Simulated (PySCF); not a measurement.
F2, SMILES FF.

Coordinates come from a B3LYP-D3(BJ)/def2-TZVPD optimisation.

Method: r2SCAN/def2-TZVPD in PySCF.

The molecule is in vacuum.

```
Quantity                                                                                                        Value
---------------------------------------------------------------------------------------------  ----------------------
total energy                                                                                       -199.51852 hartree
point group                                                                                                       D∞h
highest occupied level                                                                                       -9.93 eV
lowest empty level                                                                                           -5.20 eV
orbital gap                                                                                                   4.73 eV
dipole moment                                                                                                  0.00 D
quadrupole, principal values (traceless, Buckingham form, about the centre of nuclear charge)  -0.45, -0.45, 0.90 D·Å
mean static polarisability                                                                        8.4 bohr³ (1.25 Å³)
polarisability, principal values                                                                 6.5, 6.5, 12.3 bohr³
```
